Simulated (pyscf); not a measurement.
One addition across a multiple bond or ene-type step on the singlet surface with elements of a group swapped. CCSD(T)/def2-TZVPP + ΔMP2(QZVPP), eV, from the separated reactants. Structures and frequencies: ωB97X-D3(BJ)/def2-SVP in PySCF. MP2 and CC: frozen core, UHF for open shells. ΔMP2 is the change of the MP2 total energy from the triple- to the quadruple-zeta basis.

```
step                                              barrier  reaction energy  imaginary mode (i cm⁻¹)
------------------------------------------------  -------  ---------------  -----------------------
`[SiH2]=[AsH]` + `[SiH4]` -> `[SiH3][AsH][SiH3]`     0.95            -1.60                      443
`[SiH4]` + `[SiH2]=[PH]` → `[SiH3][PH][SiH3]`         ___              ___                      388
```

Question: Fill in the missing entries.

Answer: 
- `[SiH4]` + `[SiH2]=[PH]` → `[SiH3][PH][SiH3]`, barrier: 0.67
- `[SiH4]` + `[SiH2]=[PH]` → `[SiH3][PH][SiH3]`, reaction energy: -1.69

Each row is the saddle that its search found. The CCSD(T) − MP2 part came from Ansatz, without density fitting, on the same reference. The frozen core leaves the outer d or s,p core shells of the metals and heavy elements correlated in the MP2 and CC values, and def2-TZVPP describes them poorly, which can shift differences by a few kcal/mol. Elements up to Kr have no core potential and no relativistic terms here.
